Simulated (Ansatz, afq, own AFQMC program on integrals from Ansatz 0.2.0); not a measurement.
**Cr, septet in def2-TZVPP, levels against CCSDT(Q)**

A free Cr atom.

Basis def2-TZVPP. Noble-gas cores (and the filled d shells of Ga–Kr and In–Xe) are frozen. Integrals, coupled cluster, full CI and functionals: Ansatz 0.2.0; the random walks run on the same integrals in our own AFQMC program. The CISD trial takes its coefficients from CCSD amplitudes. Released means that phaseless walkers are propagated on without the constraint, phases kept. Free AFQMC starts from the CCSD state and is never constrained. Its projection time is finite, and what remains of the start isn't in its error. Error bars are statistical, one sigma. The metal's outer-core s and p shells are frozen, which shifts wave-function levels against functionals.

Determinant: UHF, the one that the program's search chose, which needn't be the lowest solution.

No full CI on the walks' own integrals is used here; CCSDT(Q) serves as the reference and is uncertain by about the last step of the cluster series.

Cautions: no relativity below Rb; outer-core shells of the metal frozen; the released energies are still falling, so no released level is given (meV from the phaseless value at times in 1/Eh: -7.0 ± 1.8 at 0.24, -13.6 ± 2.1 at 0.50, -16 ± 5 at 1.00, -23 ± 3 at 1.50), though the last usable value meets CCSDT(Q) within the noise; the ph-AFQMC/CISD walk drifts between its halves (2.7 errors).

The T1 diagnostic is 0.0181, the weight of the determinant in the CISD state is 0.965 and the ⟨S²⟩ of the determinant is 12.000. The size of the correlated space is 6 electrons in 55 orbitals.

```csv
level,correlation energy (eV)
MP2,-2.4556
CCSD,-2.6265
CCSD(T),-2.6949
```

(1) Estimate where phaseless AFQMC with the Hartree–Fock trial lies against CCSD(T) on the same integrals.

(1) 1.65 ± 0.30 kcal/mol above CCSD(T).

Reference: CCSDT(Q), correlation energy -2.704 eV.

| level | E − E(reference) (kcal/mol) | share of correlation (%) |
| --- | --- | --- |
| CCSD(T) | 0.22 | 99.65 |
| CCSDT | 0.03 | 99.94 |
| ph-AFQMC/HF | 1.86 ± 0.30 | 97.01 |
| ph-AFQMC/CISD | 0.63 ± 0.04 | 99.00 |
| free AFQMC | 0.01 ± 0.03 | 99.99 |

Free projections are given only where their last times agree within the noise and don't stop above the reference; a slow remainder of the start can still hide under it. A walk keeps the symmetry of its determinant, which the program's search chose and which needn't be the lowest solution, so a lower state of the same spin and another symmetry isn't excluded.
